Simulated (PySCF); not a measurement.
Q: Write a Z-matrix for InChI=1S/C4H7F/c1-3-4(2)5/h3H,1-2H3/b4-3- as optimised with PBE0-D3(BJ)/def2-SVP.

A: 
Z-matrix in Å and degrees, rows numbered from 1:
```
C 
C   1  1.4911
C   2  1.3342  1  125.08
C   3  1.4847  2  128.03  1   179.88
F   3  1.3459  2  119.88  1    -0.01
H   1  1.0982  2  111.19  3     2.92
H   1  1.1024  2  111.22  3   123.63
H   1  1.1030  2  111.27  3  -117.61
H   2  1.0936  1  118.54  3   179.91
H   4  1.1020  3  110.43  2   122.08
H   4  1.0972  3  111.00  2     1.23
H   4  1.1021  3  110.50  2  -119.60
```

Of the pairs four or more bonds apart, F5···H6 is among the closest relative to their van der Waals radii: 2.45 Å, 92 % of the sum of Bondi's values. The 5 heavy atoms lie in one plane (0.001 Å rms). The C–C distances run from 1.334 Å (C2=C3, drawn double) to 1.491 Å (C1–C2, drawn single), a spread of 0.157 Å.

Computed with PBE0-D3(BJ)/def2-SVP geometry optimisation, gas phase in PySCF 2.14.0.

Point group: near Cs, missed by 0.10 Å at most; the miss may be what the optimiser left on a soft mode. PBE0-D3(BJ)/def2-SVP frequencies: not computed here.
